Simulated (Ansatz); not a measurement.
2H MoTe2 was calculated with PBE0+SOC (PAW; Ansatz, an electronic-structure program).

Numerical settings: plane-wave cutoff 460 eV, 9×9×2 k mesh (along the axes of the cell as run), Fermi–Dirac smearing 0.01 eV, PAW data made under PBE.

Cell (measured lattice):

```yaml
crystal:
  lattice:
    - [3.51800, 0.00000, 0.00000]
    - [-1.75900, 3.04668, 0.00000]
    - [0.00000, 0.00000, 13.97400]
  atoms:
    - { symbol: Te, position: [0.66667, 0.33333, 0.12100] }
    - { symbol: Te, position: [0.33333, 0.66667, 0.87900] }
    - { symbol: Te, position: [0.33333, 0.66667, 0.62100] }
    - { symbol: Te, position: [0.66667, 0.33333, 0.37900] }
    - { symbol: Mo, position: [0.66667, 0.33333, 0.75000] }
    - { symbol: Mo, position: [0.33333, 0.66667, 0.25000] }
```

Task: Give the computed band gap, smallest direct gap on the k points sampled and Γ–Γ gap.

Result: 
band gap: 1.69 eV (indirect)
smallest direct gap on the k points sampled: 1.94 eV
Γ–Γ gap: 3.77 eV

Measured, for comparison: band gap 1.06 ± 0.01 eV (4 K, zero-point motion not removed, indirect, absorption from ellipsometry, single crystal; as tabulated in Gulo et al. (2023), doi:10.1103/physrevmaterials.7.044001). Computed (rounded) less measured: band gap +0.63 eV.

Note: cell and atoms aren't relaxed at this level (largest force component 0.33 eV/Å, pressure -0.6 GPa).

Static lattice: no zero-point or thermal effects.
